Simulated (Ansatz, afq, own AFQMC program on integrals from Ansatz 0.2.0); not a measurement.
AlC, quartet: AFQMC among the cluster methods

```xyz
2

Al    0.0000    0.0000    0.0000
C     0.0000    0.0000    1.9668
```

Basis cc-pVDZ. Noble-gas cores (and the filled d shells of Ga–Kr and In–Xe) are frozen. AFQMC by an in-house program on the Cholesky factors that Ansatz 0.2.0 writes for its CCSD(T) run. The CISD trial takes its coefficients from CCSD amplitudes. Released means that phaseless walkers are propagated on without the constraint, phases kept. Free AFQMC starts from the CCSD state and is never constrained. Its projection time is finite, and what remains of the start isn't in its error. Error bars are statistical, one sigma.

Determinant: UHF, the one that the program's search chose, which needn't be the lowest solution. The geometry is a PBE0/def2-TZVP stationary point of this or a neighbouring charge and spin state.

Full CI on the same integrals is exact in this basis and with this determinant's frozen core.

Cautions: lower spins were not checked; raised T1 diagnostic (T1 0.044, weight of the determinant 0.87, largest double 0.09).

- T1 diagnostic: 0.0435
- weight of the determinant in the CISD state: 0.866
- ⟨S²⟩ of the determinant: 3.756
- size of the correlated space: 7 electrons in 26 orbitals

Reference: full CI, correlation energy -3.891 eV. The released energy is read at 2.40 1/Eh (meV from the phaseless value at times in 1/Eh: -6 ± 12 at 0.24, -4 ± 9 at 0.51, -6 ± 7 at 0.99, -9 ± 7 at 1.62, -10 ± 10 at 2.40).

```tsv
level	E − E(reference) (kJ/mol)	share of correlation (%)
HF	375.5	0.00
MP2	101.8	72.90
CCSD	16.5	95.59
CCSD(T)	4.8	98.72
CCSDT	0.9	99.77
CCSDT(Q)	0.0	100.00
ph-AFQMC/HF	-1.7 ± 3.4	100.46
ph-AFQMC/CISD	-0.6 ± 1.0	100.17
released AFQMC	-1.6 ± 0.9	100.43
free AFQMC	0.9 ± 1.0	99.76
```

CCSDT and higher add their correlation energy to the determinant of the CCSD(T) run, since their own runs factorise the integrals more tightly (a shift of under 2 meV). Free projections are given only where their last times agree within the noise and don't stop above the reference; a slow remainder of the start can still hide under it. A walk keeps the symmetry of its determinant, which the program's search chose and which needn't be the lowest solution, so a lower state of the same spin and another symmetry isn't excluded. Released energies are given only where the last usable release times agree within the noise; a slower fall can still hide under it.
